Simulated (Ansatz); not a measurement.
# SiH3+ (triplet): B3LYP, wB97M-V over a scan of the distance Si1–H2, cc-pVDZ

Aim: run SiH3+ (triplet) with these functionals over a scan of the distance Si1–H2, and hold them against the top wave-function level at the same points.

The runs use Ansatz 0.2.0, Gaussian basis; cc-pVDZ, all electrons in the functionals.

To be run: B3LYP, wB97M-V, at 1.211 Å; 1.333 Å; 1.492 Å; 1.644 Å; 1.834 Å; 2.073 Å; 2.352 Å; 2.713 Å; 3.363 Å; 3.963 Å; 5.098 Å.

15 further runs of the same task are left out: 11 that didn't finish, 4 set aside as unsound or not needed.

### Step 1. The geometry

The geometry derives from a PBE0/def2-TZVP stationary point (not a proven minimum). One bond is set to the value named and the two fragments are kept rigid.

4 atoms, charge 1, spin multiplicity 3.

Atoms are counted from 1 here; the program's logs count them from 0.

Bond lengths: Si1–H2 1.492 Å, Si1–H3 1.694 Å, Si1–H4 1.694 Å. Angles: H2–Si1–H3 105.3°, H2–Si1–H4 105.3°, H3–Si1–H4 30.1°.

No dispersion term is added; wB97M-V holds VV10 nonlocal correlation. B3LYP takes the VWN-RPA correlation.

The geometry shown and the zero of energy belong to the point 1.492 Å. The yardstick, FCI, and other wave-function levels (R restricted, U unrestricted, valence and pair active spaces) come from earlier runs.

### Step 2. B3LYP, 1.211 Å

Contents of in.yaml:

```yaml
crystal:
  periodic: [false, false, false]
  atoms:
    - {symbol: Si, position_ang: [0.000000, 0.059753, -0.083260]}
    - {symbol: H, position_ang: [0.000000, -0.989659, -0.687623]}
    - {symbol: H, position_ang: [0.439321, -0.337659, 1.503794]}
    - {symbol: H, position_ang: [-0.439321, -0.337659, 1.503794]}
basis:
  gaussian: {orbitals: cc-pVDZ}
total_charge: 1
magnetization: {spin_polarized: true, initial_magnetization: 2}
hamiltonian: {xc: {name: B3LYP}}
```

The run is started by

```
$ ansatz run in.yaml --threads 1 --pin off --events-out ev --progress --plain --max-ram 2393MiB
```

After this run come: B3LYP, 1.333 Å; B3LYP, 1.492 Å; B3LYP, 1.644 Å; B3LYP, 1.834 Å; B3LYP, 2.073 Å; B3LYP, 2.352 Å; B3LYP, 2.713 Å; B3LYP, 3.363 Å; B3LYP, 3.963 Å; B3LYP, 5.098 Å; wB97M-V, 1.211 Å; wB97M-V, 1.333 Å; wB97M-V, 1.492 Å; wB97M-V, 1.644 Å; wB97M-V, 1.834 Å; wB97M-V, 2.073 Å; wB97M-V, 2.352 Å; wB97M-V, 2.713 Å; wB97M-V, 3.363 Å; wB97M-V, 3.963 Å; wB97M-V, 5.098 Å.

Before running them: what should the planned runs give, taken together? Wanted: span of the FCI curve; largest miss, B3LYP; largest miss, wB97M-V.

**Answer**, as computed:

```
             quantity                   value
span of the FCI curve            166.3 kJ/mol
  largest miss, B3LYP  -13.1 kJ/mol (2.352 Å)
largest miss, wB97M-V  -10.7 kJ/mol (2.352 Å)
```

**Reading.** Of the functionals, wB97M-V keep the smallest largest miss at the points compared (at most 10.7 kJ/mol) and B3LYP strays most (13.1 kJ/mol, at 2.352 Å). Functionals and the yardstick converge differently with the basis, so part of each miss in cc-pVDZ is the basis.
